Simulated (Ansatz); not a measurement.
# Cost against result

The pair of H₂S (SMILES S, atoms 1–3) and CH₄O (SMILES CO, atoms 4–9), both closed shells, in one local arrangement (a lower one may exist), relaxed at PBE0-D4/def2-TZVP:

```xyz
9
angstrom
S -0.3427 -0.4357 -2.6604
H 0.8976 -0.0986 -3.0430
H -0.2348 0.2413 -1.4978
C 0.0280 -0.2888 1.3016
O 0.0234 0.8615 0.4792
H 0.5661 -1.0650 0.7576
H -0.9844 -0.6537 1.5072
H 0.5429 -0.1082 2.2516
H -0.4960 1.5473 0.9042
```

Interaction energies are counterpoise-corrected; the time is that of the whole pair.

Program: Ansatz 0.2.0. Basis: as named in each row. Cores are frozen in the correlated methods. B3LYP uses VWN-RPA correlation. Extrapolation: Hartree–Fock as exp(−7.88 √X), correlation as X^−2.97.

Times are rough, for one single point on 4 threads of a shared host (Arm Neoverse V1).

The estimate by CCSD(T) at an estimated basis limit (MP2 extrapolated from triple and quadruple zeta, plus CCSD(T) − MP2 in triple zeta) is -13.2 kJ/mol.

```csv
method,basis,time (s),interaction energy (kJ/mol),method less estimate
HF,STO-3G,under 1,4.6,17.8
PBE-D4,STO-3G,under 1,-11.5,1.8
SPW92,def2-SVP,under 1,-25.2,-11.9
B3LYP-D4,6-31G,under 1,-22.2,-9.0
PBE-D4,def2-SVP,under 1,-17.1,-3.9
PBE0-D4,def2-SVP,under 1,-16.7,-3.4
CCSD(T),def2-SVP,2,-7.3,6.0
revPBE-D4,def2-TZVPPD,2,-12.9,0.4
BLYP-D4,def2-TZVPPD,2,-13.2,0.1
wB97M-V,def2-SVP,2,-13.7,-0.4
HSE06-D4,def2-TZVPPD,2,-14.5,-1.3
B3LYP-D4,def2-TZVPPD,2,-13.7,-0.4
PBE-D4,def2-TZVPPD,3,-15.4,-2.1
PBE0-D4,def2-TZVPPD,3,-14.6,-1.3
r2SCAN-D4,def2-TZVPPD,4,-13.9,-0.7
B2PLYP,def2-TZVPPD,4,-10.2,3.0
wB97X-V,def2-TZVPPD,6,-12.9,0.3
B97M-V,def2-TZVPPD,7,-13.2,0.0
wB97M-V,def2-TZVPPD,8,-12.5,0.7
MP2,def2-QZVPPD,15,-13.8,-0.6
CCSD(T),def2-TZVPPD,65,-11.6,1.7
```

The T1 diagnostic stays at or below 0.011.
